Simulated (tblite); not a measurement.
Record of a relaxation.

Species: C4H6NS (doublet state).
Atom-mapped SMILES: `[N:1]=[C:2]1[CH2:3][CH2:4][C@@H:5]1[SH:6]` (hydrogens: H7, H8 on C3; H9, H10 on C4; H11 on C5; H12 on S6)
Bond orders are those of one Lewis drawing.

Computed with GFN2-xTB (tblite), gas phase: L-BFGS steps from a force-field or distance-geometry start until the largest atomic force falls under 0.01 eV/Å. 6 of its 53 geometries are shown.

Step 0: E = -479.7275 eV, largest atomic force 9.322 eV/Å
```
atom  x, y, z in Å  |  force x, y, z in eV/Å
N1      0.425    2.236   -0.903   -2.342  -7.891   3.354
C2      0.033    0.977   -0.360    2.409   8.381  -3.295
C3     -1.116    0.562    0.505    0.183  -0.444  -0.624
C4     -0.656   -0.896    0.264   -0.144  -0.539   0.699
C5      0.594   -0.409   -0.519   -0.963   0.020   0.054
S6      2.140   -0.672    0.394    0.055  -0.046  -0.189
H7     -1.050    0.919    1.531    0.036  -0.019  -0.034
H8     -2.094    0.819    0.082    0.218   0.016   0.143
H9     -0.460   -1.462    1.198    0.124   0.325  -0.555
H10    -1.356   -1.495   -0.331    0.220   0.217   0.013
H11     0.621   -0.735   -1.572    0.376   0.030   0.431
H12     2.919    0.154   -0.315   -0.173  -0.049   0.004
```

Step 10: E = -481.0827 eV, largest atomic force 0.081 eV/Å
```
atom  x, y, z in Å  |  force x, y, z in eV/Å
N1      0.418    2.108   -0.852    0.014  -0.006   0.028
C2      0.032    1.071   -0.378    0.012   0.001   0.013
C3     -1.119    0.551    0.485    0.057   0.038  -0.044
C4     -0.664   -0.896    0.273    0.002   0.025  -0.008
C5      0.564   -0.400   -0.490    0.020  -0.024  -0.001
S6      2.118   -0.683    0.381   -0.002   0.016   0.024
H7     -1.021    0.915    1.507   -0.053  -0.010  -0.043
H8     -2.091    0.821    0.073    0.028  -0.018   0.061
H9     -0.422   -1.442    1.183   -0.048  -0.001  -0.022
H10    -1.341   -1.485   -0.342    0.020  -0.035   0.042
H11     0.661   -0.715   -1.528    0.010   0.014  -0.009
H12     2.866    0.152   -0.339   -0.060   0.000  -0.041
```

Step 21: E = -481.0862 eV, largest atomic force 0.032 eV/Å
```
atom  x, y, z in Å  |  force x, y, z in eV/Å
N1      0.446    2.106   -0.830    0.002   0.016   0.005
C2      0.040    1.070   -0.372    0.011  -0.026   0.008
C3     -1.117    0.552    0.479   -0.015  -0.020  -0.003
C4     -0.666   -0.897    0.274    0.012   0.005  -0.006
C5      0.565   -0.405   -0.487    0.013   0.001   0.015
S6      2.119   -0.666    0.386    0.010  -0.007  -0.006
H7     -1.032    0.913    1.503   -0.017   0.003  -0.015
H8     -2.088    0.820    0.068   -0.007   0.007  -0.003
H9     -0.436   -1.438    1.190    0.011   0.006  -0.023
H10    -1.338   -1.497   -0.337    0.000   0.019   0.015
H11     0.670   -0.715   -1.526   -0.024  -0.006   0.021
H12     2.840    0.157   -0.374    0.002   0.002  -0.007
```

Step 31: E = -481.0872 eV, largest atomic force 0.028 eV/Å
```
atom  x, y, z in Å  |  force x, y, z in eV/Å
N1      0.460    2.111   -0.805   -0.004  -0.019   0.009
C2      0.046    1.071   -0.362    0.017  -0.020  -0.003
C3     -1.122    0.552    0.475   -0.013  -0.009   0.008
C4     -0.665   -0.897    0.280    0.016   0.004  -0.011
C5      0.567   -0.407   -0.480    0.004   0.013  -0.009
S6      2.132   -0.670    0.372   -0.005  -0.003   0.000
H7     -1.058    0.919    1.497    0.007   0.001   0.014
H8     -2.086    0.816    0.049   -0.011  -0.004  -0.021
H9     -0.434   -1.437    1.196   -0.009   0.025  -0.004
H10    -1.335   -1.498   -0.332    0.006  -0.005   0.023
H11     0.660   -0.721   -1.518   -0.010   0.024  -0.010
H12     2.837    0.159   -0.396    0.002  -0.007   0.004
```

Step 42: E = -481.0901 eV, largest atomic force 0.068 eV/Å
```
atom  x, y, z in Å  |  force x, y, z in eV/Å
N1      0.517    2.127   -0.698   -0.007  -0.028   0.029
C2      0.068    1.079   -0.313    0.008   0.012  -0.011
C3     -1.144    0.548    0.451   -0.004   0.028  -0.006
C4     -0.653   -0.895    0.307    0.015   0.006  -0.014
C5      0.567   -0.403   -0.470   -0.001   0.060  -0.031
S6      2.163   -0.725    0.296   -0.004   0.003   0.008
H7     -1.173    0.936    1.466    0.001  -0.003   0.021
H8     -2.074    0.781   -0.061   -0.022   0.014  -0.008
H9     -0.405   -1.380    1.248    0.018  -0.005   0.000
H10    -1.310   -1.541   -0.271    0.004  -0.029   0.013
H11     0.605   -0.670   -1.525    0.004  -0.040  -0.011
H12     2.841    0.142   -0.456   -0.011  -0.019   0.010
```

Step 52: E = -481.0914 eV, largest atomic force 0.009 eV/Å
```
atom  x, y, z in Å  |  force x, y, z in eV/Å
N1      0.538    2.137   -0.648   -0.003  -0.002   0.005
C2      0.072    1.084   -0.299   -0.002   0.006  -0.001
C3     -1.154    0.548    0.440    0.002   0.003  -0.003
C4     -0.648   -0.891    0.313    0.000   0.001   0.002
C5      0.562   -0.397   -0.477   -0.001   0.008  -0.002
S6      2.162   -0.741    0.274    0.004   0.001   0.005
H7     -1.214    0.939    1.454    0.005   0.000  -0.004
H8     -2.072    0.774   -0.098    0.000  -0.006  -0.002
H9     -0.379   -1.351    1.262    0.000  -0.008   0.003
H10    -1.298   -1.566   -0.241   -0.006   0.001   0.003
H11     0.586   -0.663   -1.533    0.001   0.000  -0.003
H12     2.844    0.127   -0.472   -0.001  -0.004  -0.002
```

Problem. Summarise the path.

Solution. The energy falls by 31.45 kcal/mol from step 0 to step 52; nine tenths of that is first reached at step 2. It falls at every step. The largest force goes from 9.322 to 0.009 eV/Å. Among the bonds N1=C2 changes most, from 1.426 to 1.203 Å; the atoms move by 0.153 Å rms after alignment.

What follows is the cost of the whole relaxation. The run took 0.16 s wall on one thread of an AMD EPYC 9R45, no GPU (shared host).
